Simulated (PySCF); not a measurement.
Input file for PySCF: D3(BJ) and D4 dispersion corrections on CH4O (SMILES CO).

```python
from pyscf import gto
from pyscf.dispersion import dftd3, dftd4

mol = gto.M(
    atom='''
    O    -1.45717791    0.32125918   -0.10217505
    H    -0.51294591    0.29746218   -0.30631005
    C    -1.97310791   -0.96674682   -0.36751405
    H    -3.03098791   -0.95172382   -0.11881805
    H    -1.87765291   -1.24812982   -1.41896505
    H    -1.49587891   -1.74173182    0.23773695
    ''',
    basis='def2-svp',
    charge=0, spin=0, verbose=0, max_memory=1800)
d3, d4 = {}, {}
for xc in ['hf', 'pbe', 'blyp', 'revpbe', 'tpss', 'r2scan', 'b3lyp', 'pbe0', 'bhlyp', 'camb3lyp', 'b2plyp']:
    d3[xc] = float(dftd3.DFTD3Dispersion(mol, xc=xc, version='d3bj', atm=False).get_dispersion()['energy'])
    print(f'D3(BJ) {xc:10s} {d3[xc]:14.8f} Eh')
for xc in ['hf', 'pbe', 'blyp', 'revpbe', 'tpss', 'r2scan', 'b3lyp', 'pbe0', 'bhlyp', 'camb3lyp', 'b2plyp']:
    d4[xc] = float(dftd4.DFTD4Dispersion(mol, xc={'camb3lyp': 'cam-b3lyp'}.get(xc, xc), atm=True).get_dispersion()['energy'])
    print(f'D4     {xc:10s} {d4[xc]:14.8f} Eh')
```

Program output:

```
D3(BJ) hf            -0.01976057 Eh
D3(BJ) pbe           -0.00189999 Eh
D3(BJ) blyp          -0.00387552 Eh
D3(BJ) revpbe        -0.00539614 Eh
D3(BJ) tpss          -0.00226710 Eh
D3(BJ) r2scan        -0.00046314 Eh
D3(BJ) b3lyp         -0.00310777 Eh
D3(BJ) pbe0          -0.00150523 Eh
D3(BJ) bhlyp         -0.00226682 Eh
D3(BJ) camb3lyp      -0.00119783 Eh
D3(BJ) b2plyp        -0.00130791 Eh
D4     hf            -0.00707111 Eh
D4     pbe           -0.00152711 Eh
D4     blyp          -0.00363359 Eh
D4     revpbe        -0.00662673 Eh
D4     tpss          -0.00208243 Eh
D4     r2scan        -0.00036147 Eh
D4     b3lyp         -0.00244014 Eh
D4     pbe0          -0.00123420 Eh
D4     bhlyp         -0.00151780 Eh
D4     camb3lyp      -0.00119451 Eh
D4     b2plyp        -0.00104808 Eh
```

The run finished.

Cost: roughly 0.020 core-seconds.
